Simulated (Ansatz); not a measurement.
Ladder of methods for the magnetic moment of hcp Gd

Reference value: 7.63 μB (measured, temperature not stated, total, per atom; as tabulated in Singh (2010), arXiv:1009.1807).

```json
[
 {"level (code)": "LDA (Ansatz)", "value (μB)": "7.41", "cell (Å³/atom)": "29.34", "difference (μB)": "-0.22"},
 {"level (code)": "BLYP (Ansatz)", "value (μB)": "7.44", "cell (Å³/atom)": "33.06", "difference (μB)": "-0.19"},
 {"level (code)": "PBE (Ansatz)", "value (μB)": "7.66", "cell (Å³/atom)": "33.64", "difference (μB)": "+0.03"},
 {"level (code)": "PBEsol (Ansatz)", "value (μB)": "7.61", "cell (Å³/atom)": "31.36", "difference (μB)": "-0.02"},
 {"level (code)": "RPBE (Ansatz)", "value (μB)": "7.69", "cell (Å³/atom)": "33.06", "difference (μB)": "+0.06"},
 {"level (code)": "PBE-D3(BJ) (Ansatz)", "value (μB)": "7.57", "cell (Å³/atom)": "31.58", "difference (μB)": "-0.06"},
 {"level (code)": "rVV10 (Ansatz)", "value (μB)": "7.53", "cell (Å³/atom)": "33.13", "difference (μB)": "-0.10"},
 {"level (code)": "r²SCAN (Ansatz)", "value (μB)": "7.93", "cell (Å³/atom)": "33.88", "difference (μB)": "+0.30"},
 {"level (code)": "r²SCAN-D4 (Ansatz)", "value (μB)": "7.93", "cell (Å³/atom)": "33.54", "difference (μB)": "+0.30"},
 {"level (code)": "r²SCAN+rVV10 (Ansatz)", "value (μB)": "7.93", "cell (Å³/atom)": "33.21", "difference (μB)": "+0.30"},
 {"level (code)": "HSE06 (Ansatz)", "value (μB)": "7.91", "cell (Å³/atom)": "34.81", "difference (μB)": "+0.28"},
 {"level (code)": "PBE0 (Ansatz)", "value (μB)": "7.94", "cell (Å³/atom)": "34.80", "difference (μB)": "+0.31"}
]
```

Nearest, and too close to rank with a margin of 0.10 μB (twice that across the reference) picked here for doubts on the reference and the settings, and for temperature and zero-point motion: PBEsol (-0.02 μB), PBE (+0.03 μB), PBE-D3(BJ) (-0.06 μB), RPBE (+0.06 μB), rVV10 (-0.10 μB). Farthest off: r²SCAN (+0.30 μB), r²SCAN-D4 (+0.30 μB), r²SCAN+rVV10 (+0.30 μB), HSE06 (+0.28 μB), PBE0 (+0.31 μB). Within 0.2 μB: BLYP, PBE, PBEsol, RPBE, PBE-D3(BJ), rVV10.

Computed moments are spin moments: for ferromagnetic elements the cell's total per atom, else within a sphere about the site; measured ones can hold an orbital part. Other magnetic orders were not compared. Spin-polarised runs: LDA (parallel moments), BLYP (parallel moments), PBE (parallel moments), PBEsol (parallel moments), RPBE (parallel moments), PBE-D3(BJ) (parallel moments), rVV10 (parallel moments), r²SCAN (parallel moments), r²SCAN-D4 (parallel moments), r²SCAN+rVV10 (parallel moments), HSE06 (parallel moments), PBE0 (parallel moments). LDA, BLYP, PBE, PBEsol, RPBE, PBE-D3(BJ), rVV10, r²SCAN, r²SCAN-D4, r²SCAN+rVV10: the 4f shell is treated without U or exact exchange, so its levels and filling can be wrong. HSE06, PBE0: the state of the 4f shell is in doubt. Values are at the level's own relaxed cell; BLYP at the measured cell; RPBE at the measured cell. Cutoffs and k meshes differ between the levels. Ansatz's density-functional and Hartree–Fock values are scalar-relativistic unless marked +SOC, with PAW data made under PBE.

Differences are worked out from the printed values.

Ansatz is a program for electronic structure.
